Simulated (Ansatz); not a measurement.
# B2H4O: the cost of one run

All numbers are computed with the Python package of Ansatz 0.2.0. Level of theory: r2SCAN+D3(BJ)/cc-pVDZ.

**1. The structure**

Bond lengths: B1–B2 1.611 Å, B2–O3 1.440 Å, B1–H4 1.133 Å, B1–H5 1.242 Å, B2–H6 1.198 Å, O3–H7 1.026 Å. Angles: B1–B2–O3 117.6°, B1–B2–H6 121.2°, O3–B2–H6 121.2°, B2–B1–H4 122.6°, B2–B1–H5 119.6°, H4–B1–H5 117.8°, B2–O3–H7 105.6°.

No structure file is read: the coordinates are typed or built in the script.

**2. The code**

The input, b2h4o.py:

```python
"""Interaction energy of two B2H4O molecules, with the counterpoise correction."""

import ansatz as az

FIRST = [
    ("B", (-0.8961, 0.1707, -0.5878)),
    ("B", (0.288, 0.2285, 0.503)),
    ("O", (0.9352, -1.0099, 0.8513)),
    ("H", (-1.2011, -0.7898, -1.1065)),
    ("H", (-1.4924, 1.2142, -0.902)),
    ("H", (0.6156, 1.2642, 1.0088)),
    ("H", (1.7511, -1.0781, 0.2331)),
]
SECOND = [
    ("B", (-1.7055, -0.667, 4.1104)),
    ("B", (-3.0398, -0.4333, 3.2385)),
    ("O", (-2.9146, 0.316, 2.0151)),
    ("H", (-0.6865, -0.3002, 3.776)),
    ("H", (-1.7741, -1.2922, 5.1816)),
    ("H", (-4.0987, -0.8645, 3.5971)),
    ("H", (-2.7706, -0.3823, 1.2774)),
]

def energy(atoms, ghosts=()):
    molecule = az.Crystal.molecule()
    for symbol, xyz in atoms:
        molecule = molecule.atom(symbol, xyz)
    calc = (
        molecule.calculation()
        .basis(gaussian="cc-pVDZ")
        .functional("r2scan", dispersion="d3bj")
    )
    deck = calc.input()
    if ghosts:
        deck = deck.set(az.key.basis.gaussian.ghost_atoms, [{"symbol": s, "position_ang": list(xyz)} for s, xyz in ghosts])
    return az.Session.from_dict(deck).plan().execute().report["free_energy_ev"]

# ghost atoms carry the functions of the partner
both = energy(FIRST + SECOND)
alone = energy(FIRST) + energy(SECOND)
ghosted = energy(FIRST, SECOND) + energy(SECOND, FIRST)
print(f"dimer {both:.6f} eV")
print(f"interaction, uncorrected   {(both - alone):8.3f} eV")
print(f"interaction, counterpoise  {(both - ghosted):8.3f} eV")
print(f"basis-set superposition    {(alone - ghosted):8.3f} eV")
```

**3. The calls as engine input**

The engine receives this input (first run):

```yaml
crystal:
  periodic: [false, false, false]
  atoms:
    - { symbol: B, position_ang: [-0.8961, 0.1707, -0.5878] }
    - { symbol: B, position_ang: [0.288, 0.2285, 0.503] }
    - { symbol: O, position_ang: [0.9352, -1.0099, 0.8513] }
    - { symbol: H, position_ang: [-1.2011, -0.7898, -1.1065] }
    - { symbol: H, position_ang: [-1.4924, 1.2142, -0.902] }
    - { symbol: H, position_ang: [0.6156, 1.2642, 1.0088] }
    - { symbol: H, position_ang: [1.7511, -1.0781, 0.2331] }
    - { symbol: B, position_ang: [-1.7055, -0.667, 4.1104] }
    - { symbol: B, position_ang: [-3.0398, -0.4333, 3.2385] }
    - { symbol: O, position_ang: [-2.9146, 0.316, 2.0151] }
    - { symbol: H, position_ang: [-0.6865, -0.3002, 3.776] }
    - { symbol: H, position_ang: [-1.7741, -1.2922, 5.1816] }
    - { symbol: H, position_ang: [-4.0987, -0.8645, 3.5971] }
    - { symbol: H, position_ang: [-2.7706, -0.3823, 1.2774] }
basis:
  gaussian:
    orbitals: cc-pVDZ
hamiltonian:
  xc: r2scan
  dispersion: d3bj
```

**4. Running it**

The run is started by

```sh
> python b2h4o.py
```

What time and memory should one allow on 1 thread of Arm Neoverse N1, shared host?

About 33 s, with a peak of 0.23 GiB.
